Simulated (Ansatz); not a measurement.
Process, species as SMILES: O (H2O) → [OH] (OH) + H atom
B3LYP-D3(BJ)/def2-TZVP geometries, fixed; electronic energies without zero-point terms.
Largest species:
```xyz
3

O      0.0070     0.0013     0.1167
H     -0.0500     0.7593    -0.4742
H     -0.0062    -0.7700    -0.4592
```
Charge 0, spin multiplicity 1.

Basis-set convergence of the bond dissociation energy at MP2 with Ansatz (an electronic-structure program). All functions are spherical. Cores are frozen. Open shells are unrestricted. No added dispersion term, no relativity. Functions are those of the species that has most. Reference: Hartree-Fock in aug-cc-pVQZ plus the correlation part extrapolated as X^-3 from aug-cc-pVTZ and aug-cc-pVQZ, 129.90 kcal/mol, itself unsure by roughly 0.40 kcal/mol (a third of the extrapolation step and of the last Hartree-Fock step). Deviations are taken from unrounded values.

| basis | functions | bond dissociation energy (kcal/mol) | minus reference (kcal/mol) |
|---|---|---|---|
| 3-21G | 13 | 97.63 | -32.27 |
| 6-31G | 13 | 101.97 | -27.93 |
| def2-SV(P) | 18 | 107.09 | -22.81 |
| cc-pVDZ | 24 | 116.88 | -13.02 |
| aug-pcseg-1 | 41 | 123.28 | -6.62 |
| jun-cc-pV(T+d)Z | 67 | 126.89 | -3.01 |
| def2-QZVPP | 117 | 128.56 | -1.34 |
| aug-pcseg-3 | 183 | 129.03 | -0.87 |
| cc-pV5Z | 201 | 129.12 | -0.78 |

Of the sets listed that have larger relatives (same family, alike in diffuse functions), none stays within 2 kcal/mol of the reference together with them. Inside, with no larger relative to test it: def2-QZVPP, aug-pcseg-3, cc-pV5Z.
